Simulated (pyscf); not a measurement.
PySCF, gas phase, ωB97X-D3(BJ)/def2-SVP geometries.

Estimate by transition-state theory the rate constant of H₂B–NH₂ + methane (CH₄) -> H₃C–BH–NH₂ + hydrogen (H₂) (singlet surface; B–H, C–H broken, B–C, H–H formed) at 1200 K, with ωB97M-D3(BJ)/def2-TZVP energies (ideal gas, 1 atm, RRHO with modes under 100 cm⁻¹ raised to 100, one conformer, R ln 2 for chiral ones without a mode under 150 cm⁻¹; no tunnelling).

The electronic barrier is 53.3 kcal/mol and the thermal terms add +32.3, so ΔG‡ = 85.6 kcal/mol. With k_BT/h = 2.50e+13 s⁻¹ and RT = 2.385 kcal/mol, and a volume of 1.64e-19 cm³ per molecule at 1 atm, k = 1.1e-21 cm³ molecule⁻¹ s⁻¹. Wigner's tunnelling factor for 1248i cm⁻¹ would be 1.09. A shift of 1 kcal/mol in the barrier changes k by a factor 1.5. At the saddle there is also a short B–H contact that neither side keeps. This is the saddle that the search found; another between the same sides may lie lower.
